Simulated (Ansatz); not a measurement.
Ideal-gas functions of H3NSSi, SMILES `N[Si]S` at 800 K and 1 bar, from an Ansatz frequency run at PBE0-D4/def2-TZVP.

Molar mass 77.18 g/mol, point group Cs (symmetry number 1), electronic degeneracy 1, moments of inertia 27.324, 112.796, 140.119 u Å². Harmonic wavenumbers (cm⁻¹, unscaled): 238, 285, 479, 492, 504, 712, 814, 876, 1585, 2725, 3579, 3684.

Use S(trans) = R[1.5 ln M + 2.5 ln T − 1.1517]; rotational temperatures θ = 24.2544 K / I; S(rot) = R[ln(√π/σ · √(T³/θAθBθC)) + 1.5]; for each mode x = 1.438777 ν̃/T, S = R[x/(eˣ − 1) − ln(1 − e⁻ˣ)] and H = RT x/(eˣ − 1); 1 cm⁻¹ = 0.0119627 kJ/mol; R = 8.31446 J/(mol·K).

Question: By hand: the entropy, in J/(mol·K).

Answer: Translation 183.6. Rotation: θ = 0.8877, 0.215, 0.1731 K, giving 114.8. Vibration, mode by mode: 15.43, 13.96, 9.81, 9.60, 9.41, 6.80, 5.85, 5.34, 1.95, 0.37, 0.10, 0.08, in all 78.7. Electronic 0.0. Sum 377.1 J/(mol·K).

Question: By hand: H − E and G − E in kJ/mol, counted from the electronic energy.

Answer: Zero-point energy ½ × 15973 × 0.0119627 = 95.5; thermal vibration 33.3; translation, rotation and pV give 4 RT = 26.6. H − E = 155.4 kJ/mol, and G − E = 155.4 − 800 × 377.1/1000 = -146.3 kJ/mol.

Vibration gives 21 % of the entropy. The sum counts one conformer and one mirror image; others add a mixing term.
